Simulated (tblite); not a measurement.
Compound: C5H8Cl (doublet state).
Z-matrix (Å and degrees, GFN2-xTB geometry), rows numbered from 1:
```
C 
C   1  1.5160
C   2  1.5079  1  114.30
C   2  1.2924  1  122.81  3  -179.96
C   4  1.3874  2  159.96  1    -0.44
Cl  5  1.9640  4  111.32  2     0.52
H   1  1.0886  2  109.41  3    59.46
H   1  1.0886  2  109.40  3   -59.48
H   1  1.0851  2  110.77  3   179.99
H   3  1.0889  2  109.80  1   -59.44
H   3  1.0889  2  109.78  1    59.28
H   3  1.0862  2  111.06  1   179.92
H   5  1.0870  4  114.94  2   114.13
H   5  1.0870  4  114.90  2  -113.09
```

Method: GFN2-xTB as coded in tblite; computed harmonic values from a numerical Hessian at the method's own geometry, unscaled. Against measured fundamentals such values can be off by several per cent, at times by over 20. One conformer, not necessarily the lowest. Open shells enter through the occupations alone, without spin polarisation, and single modes of such species can be off by tens of per cent.

Harmonic wavenumbers (cm⁻¹): 60.9, 84.7, 111.8, 150.7, 218.0, 239.1, 309.7, 348.5, 405.8, 534.0, 756.6, 857.9, 953.3, 965.9, 999.6, 1044.8, 1083.4, 1102.1, 1147.8, 1209.9, 1371.2, 1391.2, 1396.3, 1463.9, 1467.7, 1479.3, 1479.6, 1903.2, 2988.3, 2990.5, 3009.6, 3012.9, 3017.0, 3022.7, 3055.6, 3071.4.

A = 6088, B = 1397, C = 1161 MHz; mass 103.031 u (most abundant isotopes); point group Cs, symmetry number 1; spin multiplicity 2.

Question: What is the zero-point energy?

Answer: Half the sum of the wavenumbers: 24352 cm⁻¹ = 69.63 kcal/mol.

Question: Give the ideal-gas entropy at 273.15 K and 1 bar in the rigid-rotor, harmonic-oscillator model (classical rotation).

Answer: Translation 39.40, rotation 27.62, vibration 21.25, spin (R ln 2) 1.38: S = 89.6 cal/(mol K).

Question: And Cp and H(273.15 K) − H(0)?

Answer: Cp = 28.19 cal/(mol K), of which vibrations give 20.24 (their classical limit is 36 R = 71.5); H(273.15 K) − H(0) = 5.21 kcal/mol without the zero-point energy, 3.04 from vibrations.

Question: Which modes carry the vibrational entropy at 273.15 K?

Answer: 60.9 cm⁻¹: 4.26; 84.7 cm⁻¹: 3.61; 111.8 cm⁻¹: 3.07; 150.7 cm⁻¹: 2.50; 218.0 cm⁻¹: 1.82; 239.1 cm⁻¹: 1.66 cal/(mol K); the other 30 give 4.34 together.

Question: How do the functions run with temperature in this model?

Answer: 
```json
{"T (K)": "50", "S (cal/(mol K))": "57.2", "Cp (cal/(mol K))": "12.4", "H − H(0) (kcal/mol)": "0.48", "G − H(0) (kcal/mol)": "-2.38", "ln q(vib)": "0.34"}
{"T (K)": "100", "S (cal/(mol K))": "67.4", "Cp (cal/(mol K))": "17.3", "H − H(0) (kcal/mol)": "1.23", "G − H(0) (kcal/mol)": "-5.51", "ln q(vib)": "1.33"}
{"T (K)": "298.15", "S (cal/(mol K))": "92.2", "Cp (cal/(mol K))": "29.7", "H − H(0) (kcal/mol)": "5.94", "G − H(0) (kcal/mol)": "-21.54", "ln q(vib)": "5.60"}
{"T (K)": "373.15", "S (cal/(mol K))": "99.3", "Cp (cal/(mol K))": "34.3", "H − H(0) (kcal/mol)": "8.34", "G − H(0) (kcal/mol)": "-28.73", "ln q(vib)": "7.08"}
{"T (K)": "500", "S (cal/(mol K))": "110.4", "Cp (cal/(mol K))": "41.5", "H − H(0) (kcal/mol)": "13.16", "G − H(0) (kcal/mol)": "-42.04", "ln q(vib)": "9.48"}
{"T (K)": "750", "S (cal/(mol K))": "129.4", "Cp (cal/(mol K))": "52.0", "H − H(0) (kcal/mol)": "24.93", "G − H(0) (kcal/mol)": "-72.09", "ln q(vib)": "13.91"}
{"T (K)": "1000", "S (cal/(mol K))": "145.4", "Cp (cal/(mol K))": "59.2", "H − H(0) (kcal/mol)": "38.88", "G − H(0) (kcal/mol)": "-106.48", "ln q(vib)": "17.97"}
```

q(vib) and H(0) count from the zero-point level.

Hindered rotation and anharmonicity are outside this model. Other conformers, if any are populated, would add a mixing term that is left out.
